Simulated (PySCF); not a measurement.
Gas-phase reaction: 2 H2SiO + O2 → 2 SiO2 + 2 H2

Computed with PySCF and rigid-rotor harmonic-oscillator thermochemistry at 1 bar. † marks an energy on the PBE0/def2-TZVP geometry and frequencies; other levels use their own. MP2 freezes the core. Open shells (unrestricted): O2 (multiplicity 3); the rest are closed-shell singlets. B3LYP is the form with VWN-RPA correlation. H2SiO: computed as isolated molecules; such fragments, hydroxides, amides, oligomers or adducts are transient or little studied in the gas. MP2 isn't extrapolated to the basis-set limit; its ΔH°(298 K) is -310.6 kJ in def2-SVP and -397.2 kJ in def2-TZVPP. The harmonic model lacks anharmonicity and excited electronic states, which grow with temperature; levels with a mode under 35 cm⁻¹ are left out.

```json
[
 {"level": "B3LYP/def2-TZVP†", "ΔE electronic, kJ": "-306", "ΔH°(298 K), kJ": "-314", "ΔS°(298 K), J/K": "48", "ΔG°(2000 K), kJ": "-445"},
 {"level": "MP2/def2-SVP†", "ΔE electronic, kJ": "-302", "ΔH°(298 K), kJ": "-311", "ΔS°(298 K), J/K": "48", "ΔG°(2000 K), kJ": "-442"},
 {"level": "MP2/def2-TZVPP†", "ΔE electronic, kJ": "-389", "ΔH°(298 K), kJ": "-397", "ΔS°(298 K), J/K": "48", "ΔG°(2000 K), kJ": "-529"},
 {"level": "PBE0/def2-SVP†", "ΔE electronic, kJ": "-208", "ΔH°(298 K), kJ": "-216", "ΔS°(298 K), J/K": "48", "ΔG°(2000 K), kJ": "-347"},
 {"level": "PBE0/def2-TZVP", "ΔE electronic, kJ": "-275", "ΔH°(298 K), kJ": "-283", "ΔS°(298 K), J/K": "48", "ΔG°(2000 K), kJ": "-415"},
 {"level": "ωB97M-V/def2-TZVP†", "ΔE electronic, kJ": "-313", "ΔH°(298 K), kJ": "-321", "ΔS°(298 K), J/K": "48", "ΔG°(2000 K), kJ": "-452"}
]
```
ΔH° is lowest at MP2/def2-TZVPP† and highest at PBE0/def2-SVP†. No reference value is set beside these.
